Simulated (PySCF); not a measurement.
# Ionising SiC

PBE0; basis Si def2-TZVPPD, C def2-TZVPPD; no relativity; PySCF 2.14. Neutral (UKS): triplet (σ ↑, π ↑), Re = 1.710 Å, ωe = 996 cm⁻¹, De = 4.42 eV, HOMO -6.62 eV, LUMO -4.12 eV.

SiC⁺ (UKS): quartet (σ ↑, π ↑↑), Re = 1.816 Å, ωe = 841 cm⁻¹, De = 3.83 eV to Si⁺ + C. The energies at the minima are -327.21757 hartree for SiC and -326.89366 for SiC⁺.

Work out the adiabatic ionisation energy, without and with harmonic zero-point energies (1 hartree = 27.2114 eV, 1 eV = 8065.5 cm⁻¹), and the change of the bond length.

At PBE0: 0.32391 hartree = 8.814 eV between the minima; the zero-point term (841.0 − 996.0)/2 cm⁻¹ = -0.010 eV makes it 8.804 eV. Re changes by +10.6 pm against the neutral. The electron leaves a π orbital, and the longer bond of the ion fits a bonding orbital, or a change in how ionic the bond is.

For an ion De counts to the pair picked by the measured ionisation energies or electron affinities, which need not be the lowest pair at this level. States were picked by a PBE0 search and need not be the measured ground states.
